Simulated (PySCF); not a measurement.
Choosing a basis for TDDFT

Compound: C4H5F.
SMILES: `C#C[C@H](C)F`

TDDFT with PBE0 (PySCF), vertical singlets, core orbitals frozen in the response, spherical d and f functions. Geometry: PBE0-D3(BJ)/def2-SVP; no solvent, vibrations or thermal averaging.

| basis | functions | diffuse | S1 (eV) | S2 (eV) | S3 (eV) | S4 (eV) | S5 (eV) | LUMO (eV) | α (au) |
| --- | --- | --- | --- | --- | --- | --- | --- | --- | --- |
| 6-31G* | 80 | no | 6.39 | 6.96 | 7.19 | 8.92 | 9.13 | 0.89 | 38.1 |
| def2-SVP | 95 | no | 6.36 | 6.91 | 7.14 | 8.82 | 8.94 | 0.56 | 39.7 |
| 6-31+G* | 100 | yes | 6.20 | 6.72 | 6.96 | 7.48 | 7.77 | 0.11 | 44.6 |
| def2-SVPD | 143 | yes | 6.22 | 6.77 | 7.03 | 7.76 | 8.08 | 0.17 | 48.4 |
| aug-cc-pVDZ | 160 | yes | 6.16 | 6.66 | 6.89 | 7.12 | 7.44 | -0.13 | 49.6 |
| def2-TZVP | 185 | no | 6.22 | 6.75 | 7.00 | 8.32 | 8.69 | 0.28 | 46.1 |
| def2-TZVPD | 233 | yes | 6.16 | 6.68 | 6.93 | 7.39 | 7.71 | 0.07 | 49.8 |

Q: How much do these states and the polarisability depend on the basis?

A: States are compared by their number. Against the largest diffuse basis here (def2-TZVPD, itself not a converged limit), sets without diffuse functions differ by up to 0.23 eV in S1 and 1.42 eV in S5; the smaller diffuse sets differ by up to 0.06 and 0.37 eV. State by state, the largest deviation of a set without diffuse functions is S1 0.23, S2 0.29, S3 0.26, S4 1.53, S5 1.42 eV. The same number needn't mean the same state in each row. Against def2-TZVPD the polarisability deviates by -23% in 6-31G*, -20% in def2-SVP, -10% in 6-31+G*, -3% in def2-SVPD, 0% in aug-cc-pVDZ, -7% in def2-TZVP. A single + in a Pople set puts diffuse functions on heavy atoms only.
